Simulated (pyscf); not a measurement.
Optimised with ωB97X-D3(BJ)/def2-SVP in PySCF.

Task: For the elementary gas-phase step `[GeH3][GeH2][GeH3]` → `[GeH2]=[GeH][GeH3]` + `[H][H]` (singlet surface; Ge–H, Ge–H broken, H–H formed), what barrier and reaction energy does ωB97M-D3(BJ)/def2-TZVP give, measured from the reactant's lowest minimum found?

Result: ΔE‡ = 311.8 kJ/mol, ΔE = +179.8 kJ/mol. Zero-point energy shifts the barrier by -9.0 kJ/mol. It is an elimination, with an imaginary mode of 655i cm⁻¹. H₂Ge=GeH–GeH₃ may be a fragile minimum: a first optimisation, from another start, lost the drawn bonds. This is the saddle that the search found; another between the same sides may lie lower. Elements up to Kr have no core potential and no relativistic terms here.
